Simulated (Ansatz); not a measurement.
Frontier orbitals of tetramethylammonium, C$_{4}$H$_{12}$N+.

Charge 1, multiplicity 1. All single points use the PBE0-D4/def2-TZVP geometry. Basis def2-TZVPP, Ansatz.

Orbital energies of one run (eV). Highest occupied ones, from the top: -14.48, -14.48, -14.48, -14.60, -14.60, -14.60, -15.65, -15.65, -17.77, -17.77, -17.77, -20.30, -23.46, -23.46. Empty: -4.68, -3.46, -3.14, -3.14, -3.14, -2.58.

Problem. Which functional gave them?
A. revPBE
B. HSE06 (plane-wave form)
C. r2SCAN0
D. B97M-V

Solution. A. HOMO energies: revPBE -14.48, B97M-V -15.01, HSE06 -15.63, r2SCAN0 -16.28 eV.
